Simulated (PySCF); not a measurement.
**How methods differ on the ionisation energy of F**

F [He] 2s2 2p5 (2P) → F⁺ [He] 2s2 2p4 (3P), as a difference of total energies. All numbers are calculated (PySCF 2.14, the non-relativistic Hamiltonian (point nucleus), in cc-pVDZ (3s2p1d, 14 functions)). Correlated levels: valence: 1s2 frozen. The calculations carry no spin-orbit coupling.

| method | ionisation energy (eV) | error (eV) |
| --- | --- | --- |
| UHF | 15.640 | -1.787 |
| M06-2X | 17.291 | -0.136 |
| LDA | 17.611 | +0.184 |
| MP2 (valence) | 16.785 | -0.642 |
| SCS-MP2 (valence) | 16.744 | -0.683 |
| CCSD (valence) | 16.704 | -0.723 |
| CCSD(T) (valence) | 16.707 | -0.720 |

Reference: 17.427 eV (measured; NIST levels, between the centres of gravity of the two terms).

Errors of the correlated levels include the incompleteness of this basis and the frozen core.
